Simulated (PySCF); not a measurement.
Compound: cyclopropanol, C₃H₆O.
Bonds: O1–C2, C2–C3, C3–C4, C2–C4. Hydrogens: H5 on O1; H6 on C2; H7, H8 on C3; H9, H10 on C4.

Method: PySCF, PBE0-D3(BJ)/def2-TZVP geometry optimisation, gas phase; density fitting, grid level 2; the optimiser is geomeTRIC in internal coordinates, started from a GFN2-xTB structure with every atom displaced at random (about 0.01 Å).

Step 0: E = -5250.7466 eV
```
atom  x, y, z in Å  |  force x, y, z in eV/Å
O1      1.8180   -0.1621    0.0199   -0.744   0.272  -0.969
C2      0.5083   -0.0627    0.5407    0.822   0.251  -0.273
C3     -0.5646    0.7967   -0.0869    1.162  -0.114  -0.243
C4     -0.6262   -0.6982   -0.1367   -1.782  -0.434   1.611
H5      1.7370   -0.1066   -0.9574    0.221  -0.071   0.994
H6      0.5770   -0.0959    1.6182   -0.155  -0.021   0.088
H7     -0.2963    1.3162   -0.9979    0.019   0.014  -0.082
H8     -1.1963    1.3560    0.5591   -0.560   0.268   0.426
H9     -0.4999   -1.1762   -1.0663    0.336  -0.477  -1.052
H10    -1.4086   -1.1860    0.4880    0.680   0.313  -0.501
```

Step 1: E = -5250.8320 eV
```
atom  x, y, z in Å  |  force x, y, z in eV/Å
O1      1.8043   -0.0581   -0.0113   -0.015   0.229   0.329
C2      0.5175   -0.0153    0.5225    0.028  -0.035  -0.038
C3     -0.5783    0.8196   -0.0671    0.218  -0.007   0.243
C4     -0.6310   -0.6892   -0.1412   -0.095   0.034  -0.135
H5      1.7655   -0.3803   -0.9070   -0.059  -0.127  -0.353
H6      0.5783   -0.0531    1.6043   -0.065  -0.056  -0.022
H7     -0.3430    1.3631   -0.9700   -0.016   0.008  -0.153
H8     -1.2403    1.3427    0.6139   -0.018  -0.049  -0.053
H9     -0.4697   -1.1275   -1.1257    0.044   0.024   0.170
H10    -1.3550   -1.2207    0.4623   -0.022  -0.022   0.010
```

Question: Estimate the geometry and energy of step 2. (The exact step hangs on the optimiser's Hessian estimate; all steps are aligned on step 1, rigid shifts and turns removed.)

Answer: E = -5250.8390 eV, largest force 0.113 eV/Å
```
atom  x, y, z in Å  |  force x, y, z in eV/Å
O1      1.8016   -0.0506   -0.0116    0.004   0.006  -0.046
C2      0.5180   -0.0196    0.5270    0.005   0.028   0.002
C3     -0.5681    0.8210   -0.0628    0.100   0.015   0.049
C4     -0.6327   -0.6866   -0.1387   -0.080  -0.018  -0.024
H5      1.7510   -0.3637   -0.9180   -0.001   0.010   0.019
H6      0.5727   -0.0680    1.6080   -0.016  -0.022   0.001
H7     -0.3349    1.3504   -0.9790   -0.015   0.003   0.004
H8     -1.2373    1.3446    0.6087   -0.027  -0.006  -0.032
H9     -0.4609   -1.1289   -1.1151    0.019  -0.015   0.025
H10    -1.3609   -1.2175    0.4621    0.010   0.000   0.002
```

The energy changes by -0.0070 eV. The first-order estimate −F·Δx gives -0.0120 eV and the mean of the old and new forces, exact on a quadratic surface, -0.0069 eV. The step makes an angle of 66° with the force vector and moves no atom by more than 0.025 Å.

What follows is the cost of the whole optimisation. Hardware: an Arm Neoverse V2 with one thread, shared host with 32 logical CPUs at a one-minute load of 20. Cost: 30 s wall, 0.70 GiB resident at most.
